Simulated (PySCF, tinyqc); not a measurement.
RHF in the sto-3g basis, for HF, spin multiplicity 1, step by step. The lowest restricted solution is unstable here: a spin-polarised one lies 0.0439 hartree lower (PySCF). One step of it, computed by the program tinyqc.

Question. Orthogonalisation. S = U s U^T; symmetric (Loewdin) form X = U s^(-1/2) U^T, so that X^T S X = 1.

overlap S, order 1F 1s, 1F 2s, 1F 2px, 1F 2py, 1F 2pz, 2H 1s:
```
[[1.000000, 0.237990, 0.000000, 0.000000, 0.000000, 0.014189],
 [0.237990, 1.000000, 0.000000, 0.000000, 0.000000, 0.178932],
 [0.000000, 0.000000, 1.000000, 0.000000, 0.000000, 0.000000],
 [0.000000, 0.000000, 0.000000, 1.000000, 0.000000, 0.000000],
 [0.000000, 0.000000, 0.000000, 0.000000, 1.000000, 0.165219],
 [0.014189, 0.178932, 0.000000, 0.000000, 0.165219, 1.000000]]
```

Give: eigenvalues of S; X.

Answer.

eigenvalues of S: [0.690, 0.869, 1.000, 1.000, 1.117, 1.324]

X, order 1F 1s, 1F 2s, 1F 2px, 1F 2py, 1F 2pz, 2H 1s:
```
[[1.022, -0.125, 0.000, 0.000, -0.001, 0.010],
 [-0.125, 1.035, 0.000, 0.000, 0.012, -0.095],
 [0.000, 0.000, 1.000, 0.000, 0.000, 0.000],
 [0.000, 0.000, 0.000, 1.000, 0.000, 0.000],
 [-0.001, 0.012, 0.000, 0.000, 1.011, -0.086],
 [0.010, -0.095, 0.000, 0.000, -0.086, 1.023]]
```
